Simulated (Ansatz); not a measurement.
A calculation on zinc-blende ZnSe returned lattice constant a 5.868 Å, bulk modulus 57.8 GPa, zone-centre TO phonon frequency 186 cm⁻¹, elastic constant C11 83.4 GPa, elastic constant C44 40.3 GPa, Voigt–Reuss–Hill shear modulus 30.0 GPa, formation enthalpy -1.380 eV/atom.

For reference: lattice constant a 5.668 Å (measured, room temperature, no zero-point or thermal correction; as tabulated in Albrecht et al. (1997), arXiv:cond-mat/9706128); bulk modulus 62.4 GPa (measured, temperature not stated, not corrected to a static lattice, our sources range from 62.4 to 69.3; as tabulated in Toher et al. (2017), arXiv:1611.05714); zone-centre TO phonon frequency 213 cm⁻¹ (measured, temperature not stated, no zero-point or thermal correction; as tabulated in Talwar et al. (2016), doi:10.1080/14686996.2016.1222495); elastic constant C11 85.9 GPa (measured, temperature not stated, not corrected to a static lattice; as tabulated in Oses et al. (2018), arXiv:1811.08464); elastic constant C44 40.6 GPa (measured, temperature not stated, no zero-point or thermal correction; as tabulated in Oses et al. (2018), arXiv:1811.08464); formation enthalpy -0.85 eV/atom (measured, 298 K, no zero-point or thermal correction; as tabulated in Zhang et al. (2018), doi:10.1038/s41524-018-0065-z).

**Question.** Which level of theory produced these numbers?
A) r²SCAN (Ansatz (a first-principles code))
B) Hartree–Fock (Ansatz)
C) r²SCANh (Ansatz)
D) PBE0 (Ansatz)

**Answer.** B, Hartree–Fock (Ansatz)

The others give: PBE0 5.695 Å, 63.1 GPa, 204 cm⁻¹, 87.9 GPa, 40.1 GPa, 29.4 GPa, -0.880 eV/atom; r²SCAN 5.665 Å, 65.3 GPa, 204 cm⁻¹, 90.2 GPa, 41.5 GPa, 30.1 GPa, -0.851 eV/atom; r²SCANh 5.664 Å, 66.3 GPa, 206 cm⁻¹, 91.6 GPa, 41.9 GPa, 30.5 GPa, -0.901 eV/atom.

Unless a cell is named, each level is at its own relaxed cell (Hartree–Fock 25.25, PBE0 23.09, r²SCAN 22.73, r²SCANh 22.71 Å³/atom).

Caveats: the cell is over a tenth larger than the published one: the level's own overestimate first of all, though another phase or state, or a fault of the published cell, is possible (Hartree–Fock). Ansatz's density-functional and Hartree–Fock values are scalar-relativistic unless marked +SOC, with PAW data made under PBE.
